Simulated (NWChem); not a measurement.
# Correlation energy of N

```
N
```
Charge 0, spin multiplicity 4.

Everything below was run with NWChem.

Basis set: cc-pVQZ. Each correlation energy counts from its own Hartree-Fock reference.

The correlated methods keep 1 core orbital frozen. No SCF solution was tested for a lower state. Open-shell Hartree-Fock references start from PBE0 orbitals. Coupled-cluster values serve here as a point of comparison, not as the truth.

Task: One of these methods gave a correlation energy of -103.9 mHa. Which?
A. CCSD on ROHF
B. SCS-UMP2
C. URI-MP2
D. CCSD[T] on ROHF

Result: C, URI-MP2. The others give -97.6 (SCS-UMP2), -121.6 (CCSD on ROHF), -124.7 (CCSD[T] on ROHF).
